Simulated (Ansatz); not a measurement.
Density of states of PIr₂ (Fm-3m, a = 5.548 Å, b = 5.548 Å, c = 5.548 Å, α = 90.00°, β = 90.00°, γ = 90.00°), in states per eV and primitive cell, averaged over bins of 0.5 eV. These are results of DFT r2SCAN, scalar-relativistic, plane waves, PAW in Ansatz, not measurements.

Cutoff 500 eV; k points 14×14×14 on the computed 3-atom cell (Γ-centred); Gaussian smearing, width 0.10 eV; no spin polarisation.

The cell is relaxed at this level. The states (both spins) are summed by tetrahedra on a 21×21×21 mesh at the self-consistent density. Energies are bin centres; the table starts no lower than −8 eV and ends at 6 eV, or lower where the solved bands end.

It is a metal at this level.

```csv
E − E_F (eV),total,Ir 5d,P 3p,Ir 6s,P 3s
-7.80,1.28,0.43,0.60,0.22,0.00
-7.30,2.00,0.94,0.86,0.17,0.00
-6.80,2.85,1.36,1.29,0.15,0.00
-6.30,1.66,0.85,0.74,0.05,0.00
-5.80,1.60,1.14,0.42,0.01,0.00
-5.30,1.47,1.38,0.06,0.01,0.00
-4.80,3.96,3.49,0.20,0.05,0.06
-4.30,2.83,2.36,0.30,0.04,0.02
-3.80,1.66,1.42,0.14,0.05,0.00
-3.30,1.73,1.57,0.05,0.05,0.00
-2.80,3.80,3.47,0.10,0.11,0.01
-2.30,3.90,3.56,0.10,0.12,0.00
-1.80,2.64,2.40,0.06,0.10,0.00
-1.30,3.42,2.94,0.11,0.13,0.11
-0.80,2.56,2.16,0.15,0.08,0.06
-0.30,1.40,1.12,0.12,0.05,0.03
0.20,0.67,0.45,0.09,0.04,0.02
0.70,0.51,0.33,0.07,0.03,0.02
1.20,0.44,0.25,0.06,0.05,0.05
1.70,1.64,1.07,0.26,0.11,0.14
2.20,2.52,1.60,0.56,0.15,0.12
2.70,1.86,0.93,0.46,0.19,0.17
3.20,1.13,0.49,0.35,0.10,0.10
3.70,0.94,0.34,0.36,0.08,0.05
4.20,1.15,0.35,0.51,0.12,0.05
4.70,0.78,0.17,0.23,0.20,0.10
5.20,0.81,0.11,0.13,0.29,0.13
5.70,1.15,0.16,0.13,0.49,0.09
```

The columns after the total are the main Löwdin projections on the occupied valence shells of the potentials; 1 other is left out. The rest of the total lies in those, in shells that are empty in the free atom, which aren't projected, and between the atoms.

Spin-orbit coupling is left out, which matters for the bands of heavy elements.

Cost: 1 run of about 2 core-minutes, on Intel Xeon Processor @ 2.50GHz (Skylake/Cascade Lake) (shared hosts).